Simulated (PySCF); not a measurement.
Compound: C3H3NOS.
Numbering: `[OH:1][c:2]1[cH:3][n:4][s:5][cH:6]1`

NICS = −σ at a ghost point: NICS(0) at the centroid of the ring atoms, NICS(1) 1 Å to either side along the normal of their mean plane, zz for the tensor component along that normal. Level: GIAO PBE0/pcSseg-1 (PySCF, non-relativistic, gas phase) on the PBE0-D3(BJ)/def2-SVP geometry, one conformer.

Ring bond lengths (Å), with Mayer bond orders in brackets: C2–C3 1.430 (1.22), C3–N4 1.309 (1.60), N4–S5 1.654 (1.18), S5–C6 1.715 (1.14), C6–C2 1.375 (1.51).

Q: What do the NICS probes read (ppm)?

A: 
```
          ring                                                     type  NICS(0)  NICS(1), two faces  NICS(1)zz, two faces  rms pucker (Å)  centre to ring atoms, mean (Å)
C2–C3–N4–S5–C6  5-membered ring with N and S; formal bonds all aromatic    -13.2       -11.1 / -11.1         -26.7 / -26.7            0.00                            1.27
```

Q: What can be read from them?

A: 
- C2–C3–N4–S5–C6: mean NICS(1)zz -26.7 ppm, shielded, aromatic by this magnetic criterion (flat ring, no four-coordinate atom).

Q: What field does 9.4 T along the ring normal induce along that normal at the first NICS(1) probe listed for ring C2–C3–N4–S5–C6, 1 Å off the ring?

A: NICSzz × B0 = -26.7 ppm × 9.4 T = -251 μT, against the applied field.

Q: Give the inner angles of the rings and the Hirshfeld charges of the ring atoms.

A: 
- C2–C3–N4–S5–C6: C2 110.1° (+0.045 e), C3 116.3° (-0.013 e), N4 109.8° (-0.192 e), S5 95.1° (+0.153 e), C6 108.7° (-0.121 e); sum 540.0° against 540° for a flat convex ring.

Q: How do the values depend on the level or the medium?

A: 
```csv
level,"NICS(0), C2–C3–N4–S5–C6","mean NICS(1)zz, C2–C3–N4–S5–C6"
"PBE0/pcSseg-1, gas",-13.2,-26.7
"PBE0/pcSseg-2, gas",-13.3,-27.2
```

The geometry is the same throughout.

Shape of the structure used: `[OH:1][c:2]1[cH:3][n:4][s:5][cH:6]1`: H–O1–C2–C3 179°.
